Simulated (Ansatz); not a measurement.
Bi (model structure, started from the omega type, P6/mmm, No. 191, 3 atoms in the cell): volume per atom by level of theory

No measured value is used here.

| level (code) | value (Å³/atom) |
|---|---|
| PBE (Ansatz) | 31.99 |
| PBEsol (Ansatz) | 30.37 |
| PBE-D3(BJ) (Ansatz) | [?] |

Problem. Complete the blanks.

Solution. 
- PBE-D3(BJ) (Ansatz, a first-principles code), value (Å³/atom): 30.50

Density-functional levels without +SOC have no spin–orbit coupling. Ansatz's density-functional and Hartree–Fock values are scalar-relativistic unless marked +SOC, with PAW data made under PBE.

A model structure was made by putting elements into a prototype or built by hand; it is no filed structure, need not be a known phase, and can be a saddle point held by its symmetry.
